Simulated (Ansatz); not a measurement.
```yaml
crystal:
  periodic: [false, false, false]
  atoms:
    - {symbol: Cl, position_ang: [-1.407678, -0.142560, -0.002250]}
    - {symbol: B, position_ang: [0.094366, 0.770910, 0.009645]}
    - {symbol: Si, position_ang: [1.739207, -0.186406, -0.001741]}
    - {symbol: H, position_ang: [0.039399, 1.939777, 0.024202]}
basis:
  gaussian: {orbitals: def2-TZVP}
magnetization: {spin_polarized: true, initial_magnetization: 3}
hamiltonian: {xc: pbe0}
relax: {f_tol: 0.004, max_steps: 80}
```

```sh
$ ansatz run in.yaml --threads 1 --pin off --events-out ev --progress --plain --max-ram 2176MiB
```

Steps of the relaxation (energy above the last step; positions in Å, forces in eV/Å):

```
4
step 1, 86.4 meV
Cl   -1.408   -0.143   -0.002    0.208    0.176    0.002
B     0.094    0.771    0.010   -1.596   -0.212   -0.003
Si    1.739   -0.186   -0.002    1.211   -0.515   -0.006
H     0.039    1.940    0.024    0.178    0.552    0.007
```

```
4
step 2, 26.3 meV
Cl   -1.435   -0.137   -0.002    0.299    0.157    0.002
B     0.072    0.757    0.009   -1.002   -0.073   -0.001
Si    1.778   -0.181   -0.002    0.566   -0.234   -0.003
H     0.051    1.943    0.024    0.136    0.150    0.002
```

```
4
step 3, 0.8 meV
Cl   -1.455   -0.135   -0.002    0.114    0.042    0.001
B     0.037    0.747    0.009   -0.152    0.074    0.001
Si    1.810   -0.171   -0.002    0.027   -0.027    0.000
H     0.073    1.942    0.024    0.011   -0.089   -0.001
```

```
4
step 5, 0.0 meV
Cl   -1.450   -0.137   -0.002    0.000    0.000    0.000
B     0.033    0.750    0.009    0.001    0.000    0.000
Si    1.808   -0.173   -0.002   -0.001    0.000    0.000
H     0.075    1.941    0.024    0.000    0.000    0.000
```

Close pairs at the end: B2–H4 1.191 Å, Cl1–B2 1.728 Å, B2–Si3 2.001 Å.

A stationary point of unrestricted PBE0 after 5 steps, with ⟨S²⟩ = 3.752 against 3.75 for a pure state; no frequencies were run, so it isn't proven a minimum. 20 s on 1 thread of Intel Xeon Platinum 8488C, shared host.
